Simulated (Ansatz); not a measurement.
# N₂ (singlet): wave-function methods side by side, 6-31G

How much of the correlation energy of N₂ (singlet) does each wave-function method recover here?

Computed with Ansatz 0.2.0, Gaussian basis. Level: 6-31G, core rule «outside noble gas», up to 2 orbitals frozen.

The runs, in order: UHF; CCSD(T) on RHF; CCSD(T) on UHF; BCCD(T) on RHF; CISD; CCSDT(Q) on RHF; CCSDT(Q) on UHF; CISDTQ; CCSDTQ on RHF; CCSDTQ on UHF; CASSCF and MRCISD+Q, 10 electrons in 8 orbitals; CASSCF and NEVPT2, 10 electrons in 8 orbitals; Full CI.

18 further runs of the same task are left out: 8 that didn't finish, 10 set aside as unsound or not needed.

**1. The system**

The geometry is a PBE0/def2-TZVP stationary point (not a proven minimum) of the parent state, kept for this charge and spin.

2 atoms, charge 0, spin multiplicity 1.

Atoms are counted from 1 here; the program's logs count them from 0.

Bond lengths: N1–N2 1.266 Å.

As a file:

```xyz
2
charge 0, multiplicity 1
N     0.00000    0.00000    0.00000
N     0.00000    0.00000    1.26631
```

**2. UHF**

in.yaml reads:

```yaml
crystal:
  periodic: [false, false, false]
  atoms:
    - {symbol: N, position_ang: [0.000000, 0.000000, 0.000000]}
    - {symbol: N, position_ang: [0.000000, 0.000000, 1.266308]}
basis:
  gaussian: {orbitals: 6-31G}
magnetization: {spin_polarized: true, initial_magnetization: 0}
hamiltonian: {xc: hf}
output: {orbitals: {seedname: orbitals}}
```

Run with:

```console
$ ansatz run in.yaml --threads 1 --pin off --events-out ev --progress --plain --max-ram 2393MiB
```

After this run come: CCSD(T) on RHF; CCSD(T) on UHF; BCCD(T) on RHF; CISD; CCSDT(Q) on RHF; CCSDT(Q) on UHF; CISDTQ; CCSDTQ on RHF; CCSDTQ on UHF; CASSCF and MRCISD+Q, 10 electrons in 8 orbitals; CASSCF and NEVPT2, 10 electrons in 8 orbitals; Full CI.

Before running them: what should the planned runs give, taken together? Wanted: FCI below the RHF energy; RMP2 from FCI; UMP2 from FCI; RCCSD from FCI; RCCSD(T) from FCI; UCCSD(T) from FCI; RCCSDT(Q) from FCI; UCCSDT(Q) from FCI; NEVPT2 valence from FCI.

As calculated:

| quantity | value |
| --- | --- |
| FCI below the RHF energy | -7.6547 eV |
| RMP2 from FCI | -465.1 meV |
| UMP2 from FCI | +2282.7 meV |
| RCCSD from FCI | +424.3 meV |
| RCCSD(T) from FCI | +85.6 meV |
| UCCSD(T) from FCI | +157.9 meV |
| RCCSDT(Q) from FCI | -9.8 meV |
| UCCSDT(Q) from FCI | +29.7 meV |
| NEVPT2 valence from FCI | +493.5 meV |
| MRCISD+Q valence from FCI | +10.8 meV |
| levels within 1 kcal/mol (43 meV) | RCCSDT(Q), UCCSDT(Q), RCCSDTQ, UCCSDTQ, MRCISD+Q valence |
| T1 diagnostic | 0.016 |
| effectively unpaired electrons | 0.21 |

**Reading.** RCCSD(T) lands +85.6 meV from the yardstick (1.1 % of the correlation energy). CCSD(T) misses by +85.6 meV on the restricted determinant and by +157.9 meV on the unrestricted one; the two need not hold the same state or core. RMP2, RCCSDT(Q) fall below full CI, which methods that aren't variational can do. The occupations show some static correlation. Of the multireference levels listed MRCISD+Q valence comes nearest in total energy (+10.8 meV), which doesn't show that its space is the better one. These misses are within one basis, not against nature.
